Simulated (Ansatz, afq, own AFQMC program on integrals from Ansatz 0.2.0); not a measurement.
C2H4Br2Si, singlet: energetics from AFQMC and coupled cluster

```xyz
9

C     0.1515    0.7413    1.4336
C    -0.4455   -0.1122    0.5933
Si    0.1778   -0.3655   -1.1321
Br    0.7511   -2.4937   -1.4308
Br   -1.4092    0.1563   -2.6006
H     1.0311    1.3266    1.1416
H    -0.2112    0.8960    2.4558
H    -1.3237   -0.6777    0.9281
H     1.3666    0.4827   -1.4059
```

Geometry: a PBE0/def2-SVP stationary point, not shown to be a minimum. Basis def2-SVP. Only valence electrons are correlated. Ansatz 0.2.0 and our own AFQMC program on the same integrals; the CISD trial comes from CCSD amplitudes, and released means the phaseless constraint is let go. Uncertainties: one standard error, sampling alone. No spin–orbit coupling.

Best estimates are CCSD(T) at the basis-set limit (def2-TZVPP/QZVPP) plus the step from CCSD(T) to the highest rung at hand in def2-SVP, named in the table (released AFQMC can keep some 10 meV of bias). Fragments are relaxed and keep their bonds. No zero-point, core-correlation or spin–orbit terms, no scalar relativity below Rb. Other levels are in def2-SVP, the functionals in def2-TZVP; a dash marks a level that is missing or breaks spin symmetry for a member.

Cautions: inner d shell frozen; no relativity below Rb; no spin-orbit coupling; C₂H₄Br₂Si (singlet): the released value is read at 0.90 1/Eh with a noise of 12 meV, more than in the cases checked (meV from the phaseless value at times in 1/Eh: 0 ± 13 at 0.21, 11 ± 10 at 0.42, 25 ± 12 at 0.63, 3 ± 12 at 0.90); C₂H₄BrSi (doublet): unrestricted determinant spin contaminated (⟨S²⟩ 0.89 against 0.75), the released value is read at 0.90 1/Eh with a noise of 12 meV, more than in the cases checked (meV from the phaseless value at times in 1/Eh: -8 ± 10 at 0.21, -8 ± 9 at 0.42, -11 ± 10 at 0.63, -29 ± 12 at 0.90).

```json
{"process": "Si3–Br5 → C2H4BrSi (doublet) + Br (doublet)", "B3LYP (kJ/mol)": "374"}
{"process": "to free atoms", "B3LYP (kJ/mol)": "3196"}
```

**Question.** From these values, estimate the best estimates.

**Answer.** 
| process | best estimate (kJ/mol) | highest rung |
| --- | --- | --- |
| Si3–Br5 → C2H4BrSi (doublet) + Br (doublet) | 410 ± 2 | released AFQMC |
| to free atoms | 3262 ± 1 | released AFQMC |

Errors against the best estimates in kJ/mol, in the same order:

```csv
level,"error, 1","error, 2"
MP2,-4,-151
CCSD(T),-40,-199
ph-AFQMC/CISD,-40 ± 1,-196 ± 1
CCSD(T)/CBS,3,-1
PBE,-19,29
r2SCAN,-15,9
PBE0,-18,-10
B3LYP,-36,-66
wB97M-V,-1,-8
B2PLYP,-20,-65
```

Cost at the first geometry (cards were shared with other jobs): PBE0/def2-SVP, 8.5 s on 1 thread of AMD EPYC 7R13 Processor (Zen 3) (shared host); RCCSD(T)/def2-SVP, 8 s on 1 × NVIDIA H100 80GB HBM3 with 1 thread of AMD EPYC 7R13 Processor (Zen 3), on a shared host; CCSD(T)/def2-QZVPP, 43 s on 1 × NVIDIA H100 80GB HBM3 with 1 thread of AMD EPYC 7R13 Processor (Zen 3), with other jobs on the host; ph-AFQMC/CISD with release, 6.2 min on 1 × NVIDIA H100 80GB HBM3 with 2 threads of AMD EPYC 7R13 Processor (Zen 3), on a shared host.

Best estimates are given only where the step beyond CCSD(T) is under 0.3 eV and no member's determinant is very poor (T1 over 0.05, or 0.07 for open shells, ⟨S²⟩ too high by 0.3, two states mixed), so the hardest cases are missing from such tables.

The functionals ran in a triple-zeta set and keep a basis error of their own, a few kJ/mol for each bond in atomization energies and more for double hybrids, so close places among them and the extrapolated levels can swap.

Where the cautions show a poor determinant, the low rows tell how each method copes with it, not its usual error. Each member of a difference takes its own highest rung, so a best estimate needn't equal the limit plus the step of one row. Released energies are given only where the last usable release times agree within the noise; a slower fall can still hide under it.
